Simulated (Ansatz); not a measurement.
# CH3Al (singlet): wave-function methods side by side, cc-pVTZ

The task here is to estimate one member of a computed series from the others.

Method: cc-pVTZ, core rule «outside noble gas», up to 6 orbitals frozen; program: Ansatz 0.2.0, Gaussian basis.

The runs, in order: UHF; CCSD(T) on RHF; CCSD(T) on UHF; BCCD(T) on RHF; CCSDT(Q) on RHF; CCSDT(Q) on UHF; CASSCF and NEVPT2, 10 electrons in 11 orbitals.

4 further runs of the same task are left out: 2 for a known fault of the program, 2 set aside as unsound or not needed.

### The system

The geometry is a PBE0/def2-TZVP stationary point (not a proven minimum).

5 atoms, charge 0, spin multiplicity 1.

Atoms are counted from 1 here; the program's logs count them from 0.

Bond lengths: Al1–C2 1.988 Å, C2–H3 1.098 Å, C2–H4 1.098 Å, C2–H5 1.098 Å. Angles: Al1–C2–H3 111.8°, Al1–C2–H4 111.8°, Al1–C2–H5 111.8°, H3–C2–H4 107.0°, H3–C2–H5 107.0°, H4–C2–H5 107.0°.

Set-up of the first run:

in.yaml reads:

```yaml
crystal:
  periodic: [false, false, false]
  atoms:
    - {symbol: Al, position_ang: [-0.740755, 0.006434, 0.005001]}
    - {symbol: C, position_ang: [1.247385, -0.010835, -0.008422]}
    - {symbol: H, position_ang: [1.646285, -1.033829, -0.006127]}
    - {symbol: H, position_ang: [1.665515, 0.499669, 0.869187]}
    - {symbol: H, position_ang: [1.653518, 0.491031, -0.896583]}
basis:
  gaussian: {orbitals: cc-pVTZ}
magnetization: {spin_polarized: true, initial_magnetization: 0}
hamiltonian: {xc: hf}
output: {orbitals: {seedname: orbitals}}
```

Command:

```console
> ansatz run in.yaml --threads 1 --pin off --events-out ev --progress --plain --max-ram 4096MiB --backend cpu
```

Among the steps run: UHF; CCSD(T) on RHF; CCSD(T) on UHF; BCCD(T) on RHF; CCSDT(Q) on RHF; CCSDT(Q) on UHF; CASSCF and NEVPT2, 10 electrons in 11 orbitals.

One table of the session follows, with a row left open; its other results are not shown here.

It belongs to the step «Misses and costs». 

```
        method  from RCCSDT(Q) (meV)
           RHF               +7599.1
           UHF               +7592.7
          RMP2               +1061.3
         RCCSD                +289.6
      RCCSD(T)                 +27.9
       BCCD(T)                 +26.3
        RCCSDT                 +11.5
     RCCSDT(Q)                     0
CASSCF valence                     ?
NEVPT2 valence               +1115.0
```

Estimate the missing values for CASSCF valence.

The run gave: from RCCSDT(Q) (meV): +4442.9. In the column «from RCCSDT(Q) (meV)» it lies between NEVPT2 valence (+1115.0) and UHF (+7592.7).

Not comparable, so not listed: CCSD(T) on UHF; CCSDT(Q) on UHF (they don't share determinant, frozen orbitals or solution with the rows shown, or repeat one).

Limits of these values: Warnings: restricted reference is unstable; spin contamination.
